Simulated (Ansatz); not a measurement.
# AlBe (quartet): wave-function methods side by side, def2-QZVPP

One table from this session's results is given with a row withheld; the runs are named, their logs left out.

Method: def2-QZVPP, core rule «outside noble gas», up to 6 orbitals frozen; program: Ansatz 0.2.0, Gaussian basis.

Plan: UHF; ROHF; CCSD(T) on UHF.

2 further runs of the same task are left out: 2 set aside as unsound or not needed.

## The geometry

The geometry is a PBE0/def2-TZVP stationary point (not a proven minimum) of the parent state, kept for this charge and spin.

2 atoms, charge 0, spin multiplicity 4.

Atoms are counted from 1 here; the program's logs count them from 0.

No contacts short enough for the rule that draws bonds.

The first run:

in.yaml reads:

```yaml
crystal:
  periodic: [false, false, false]
  atoms:
    - {symbol: Al, position_ang: [0.000000, 0.000000, 0.000000]}
    - {symbol: Be, position_ang: [0.000000, 0.000000, 2.412500]}
basis:
  gaussian: {orbitals: "def2-QZVPP.json"}
magnetization: {spin_polarized: true, initial_magnetization: 3}
hamiltonian: {xc: hf}
output: {orbitals: {seedname: orbitals}}
```

On the command line:

```bash
$ ansatz run in.yaml --threads 1 --pin off --events-out ev --progress --plain --max-ram 2393MiB
```

Among the steps run: UHF; ROHF; CCSD(T) on UHF.

One of the session's tables, all rows but one given; the rest of the session is left out.

```
  method  from UCCSD(T) (meV)
    ROHF              +2280.5
     UHF              +2198.5
    UMP2                    ?
   UCCSD               +115.0
UCCSD(T)                    0
```

Q: Estimate the row for UMP2 from the others.

**Answer.** from UCCSD(T) (meV): +586.2. In the column «from UCCSD(T) (meV)» it lies between UCCSD (+115.0) and UHF (+2198.5).
